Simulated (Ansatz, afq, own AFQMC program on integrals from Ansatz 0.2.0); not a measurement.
Two steps: Ansatz 0.2.0 writes the Fock matrix and Cholesky factors of the valence space, and afq projects on them the lowest state that overlaps trial and start.

```yaml
crystal:
  periodic: [false, false, false]
  atoms:
    - {symbol: Si, position_ang: [-0.086624, -0.032276, 0.579137]}
    - {symbol: O, position_ang: [0.088491, 0.099651, -1.058633]}
    - {symbol: H, position_ang: [0.642493, -1.228094, 1.108382]}
    - {symbol: H, position_ang: [0.485976, 1.218586, 1.144898]}
    - {symbol: H, position_ang: [-0.119403, -0.672933, -1.586426]}
basis:
  gaussian: {orbitals: cc-pVDZ}
magnetization: {spin_polarized: true, initial_magnetization: 1}
correlation: {method: ccsd_t, electrons: outside_noble_gas, hamiltonian_folder: ham}
```

```sh
$ ansatz run in.yaml --threads 1 --pin off --events-out ev --progress --plain --max-ram 1382MiB
```

afq runs on the folder ham with

```
--method free --trial cisd --walkers 60 --time-step 0.03 --max-blocks 80 --target-error 0.00043 --factor-cut 1e-05 --seed 1199 --times 0,0.21,0.42,0.81,1.2,1.8,2.4,3 --taylor-order 8
```

Times are imaginary, in 1/Eh. The walk had a cap of 1976 s.

Output of the walk:

```
orbitals 41  electrons 7 6  factors 313 of 440
reference energy -365.53071712 Eh
CCSD correlation -0.29915878 Eh in 11 cycles, weight of the determinant in the CISD state 0.8953
repeat  energy at the last time / Eh  error
    10  -365.834257  0.001332
    20  -365.835425  0.001081
    30  -365.836298  0.000886
    40  -365.837119  0.000932
    50  -365.837589  0.000866
    60  -365.838094  0.000889
    70  -365.838213  0.000896
    80  -365.838275  0.000821
time / (1/Eh)  energy / Eh  error  mean overlap
  0.00  -365.829848  0.000251  1.1171
  0.21  -365.833780  0.000294  1.1154
  0.42  -365.835227  0.000318  1.1139
  0.81  -365.836555  0.000338  1.1181
  1.20  -365.837463  0.000424  1.1156
  1.80  -365.838022  0.000569  1.0922
  2.40  -365.838160  0.000580  1.0903
  3.00  -365.838275  0.000821  1.0584
energy -365.838275 +/- 0.000821 Eh
```

The run passed its tests (error under three times the target), which doesn't prove that it has relaxed.

Against this walk (error 22.3 meV) on the same determinant: CCSD(T) 60.3 meV higher. The error is statistical, and a free projection of finite length keeps a remainder of its start. None of these is a sure reference here.

Cautions: remainder of the start not in the error; error above the target (22.3 against 11.7 meV).

The walk took 5.4 min on 1 thread of Arm Neoverse V2 (shared host). The log's last line is the free-projection energy.
